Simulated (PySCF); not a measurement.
Compound: isoyanoacetylene, C₃HN.
Atom-mapped SMILES: `[C-:1]#[N+:2][C:3]#[CH:4]` (hydrogens: H5 on C4)

The calculation used core-valence-separated Tamm–Dancoff BHandHLYP/aug-pcX-1 (pcseg-1 on H) in PySCF, non-relativistic, gas phase, PBE0-D3(BJ)/def2-SVP geometry.

Computed nitrogen K-edge spectrum, Gaussian lines of 0.3 eV full width, highest printed point 100; it ends one width below the last computed root. Absolute energies from this functional tend to lie a few eV below measured edges; no shift was applied.

```tsv
photon energy (eV)	absorption
398.6	0
398.7	4
398.8	23
398.9	65
399.0	100
399.1	83
399.2	37
399.3	9
399.4	1
399.5	0
399.6	0
399.7	0
399.8	0
399.9	0
400.0	0
400.1	0
400.2	0
400.3	0
400.4	0
400.5	0
400.6	0
400.7	0
400.8	0
400.9	0
401.0	0
401.1	0
401.2	0
401.3	0
401.4	0
401.5	0
401.6	0
401.7	0
401.8	0
401.9	0
402.0	0
402.1	0
402.2	0
402.3	0
402.4	0
402.5	0
402.6	0
402.7	0
402.8	2
402.9	8
403.0	23
403.1	50
403.2	69
403.3	54
403.4	23
403.5	5
403.6	1
403.7	1
403.8	3
403.9	7
404.0	8
404.1	5
404.2	2
```

Problem. Where are the maxima, and which lines make them up?

Solution. 3 maxima:
- 399.0 eV: N2 (isocyanide nitrogen), 399.02 eV, f = 0.067, sum of 2, 1s→π*, 100 % of the height at the exact maximum
- 403.2 eV: N2 (isocyanide nitrogen), 403.21 eV, f = 0.045, sum of 2, 98 % of the height at the exact maximum
- 404.0 eV: N2 (isocyanide nitrogen), 403.97 eV, f = 0.005, 100 % of the height at the exact maximum

Roots within 0.03 eV on the same or equivalent atoms count as one line; shares under 12 % aren't listed.

Vibrational structure and lifetime widths aren't in the curve. The ionisation threshold wasn't computed; near and above it a finite basis only mimics Rydberg series and continuum.

The run took 1.6 s wall on one thread of an AMD EPYC 9R45, shared host with 96 logical CPUs at a one-minute load of 44, and the process peaked at 0.46 GiB of memory.
